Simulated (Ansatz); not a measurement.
Results of BLYP (Ansatz, a quantum-chemistry and plane-wave program, plane waves, PAW) for zinc-blende HgSe.

Settings: plane-wave cutoff 520 eV, 10×10×10 k mesh, Fermi–Dirac smearing 0.01 eV, scalar-relativistic PAW data made under PBE.

The volume scan:

```tsv
V (Å³/atom)	E − E_lowest (meV/atom)	P (GPa)
31.044	14.44	2.478
31.705	6.17	1.552
32.365	1.49	0.732
33.026	0.00	0.007
33.686	1.32	-0.634
34.347	5.12	-1.200
35.007	11.12	-1.700
```

Q: Fit the third-order Birch–Murnaghan equation and give B0 and B′.

A: V0 = 33.033 Å³/atom, B0 = 34.0 GPa, B′ = 5.1 (fit to the energies at full precision).

Measured, for comparison: bulk modulus 50 GPa (temperature not stated, not corrected to a static lattice, our sources range from 48.5 to 51.6; as tabulated in Toher et al. (2017), arXiv:1611.05714); equilibrium volume per atom 28.16 Å³/atom (293 K, not corrected to a static lattice; as tabulated in Cardona et al. (2009), arXiv:0908.2634). Computed (rounded) less measured: bulk modulus -32 % (-30 % to -34 % over the range), equilibrium volume per atom +17.3 %.

Note: the cell is over a tenth larger than the published one: the level's own overestimate first of all, though another phase or state, or a fault of the published cell, is possible.

Spin–orbit coupling is not included; it can open a gap where bands touch, and shift volumes and moduli.

The result took around 50 core-seconds (rough).
